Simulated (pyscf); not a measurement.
Structures and frequencies: ωB97X-D3(BJ)/def2-SVP in PySCF.

Q: PBE/def2-TZVP puts the barrier of H₂N–SnH₃ + HO–SnH₃ -> H₃Sn–O–SnH₃ + NH₃ (four-centre exchange; singlet surface; N–Sn, H–O broken, O–Sn, H–N formed) at 0.13 eV and the reaction energy at -0.34 eV, from the separated reactants. What do r²SCAN/def2-TZVP, B3LYP-D3(BJ)/def2-TZVP, ωB97M-D3(BJ)/def2-TZVP give on the same structures?

A: r²SCAN: ΔE‡ = 0.10 eV, ΔE = -0.40 eV; B3LYP-D3(BJ): ΔE‡ = 0.17 eV, ΔE = -0.40 eV; ωB97M-D3(BJ): ΔE‡ = 0.27 eV, ΔE = -0.35 eV. PBE's barrier lies among them. Its reaction energy lies over all of them, by 0.01 to 0.06 eV. On the reactant side the descent ends in a bound adduct (not fully relaxed), 0.40 eV under the separated species and 0.57 eV under the saddle at ωB97X-D3(BJ)/def2-TZVP. On the product side the descent ends in a complex (not fully relaxed), 0.34 eV under the separated species and 0.95 eV under the saddle at ωB97X-D3(BJ)/def2-TZVP. At ωB97X-D3(BJ) the barrier from the zero used here is 0.18 eV. H₃Sn–O–SnH₃ lies 0.39 eV over its isomer HO–SnH₂–SnH₃, and others may lie lower still (electronic energy, ωB97M-D3(BJ)). This is the saddle that the search found; another between the same sides may lie lower. Elements past Kr carry the def2 core potentials, without spin-orbit coupling.
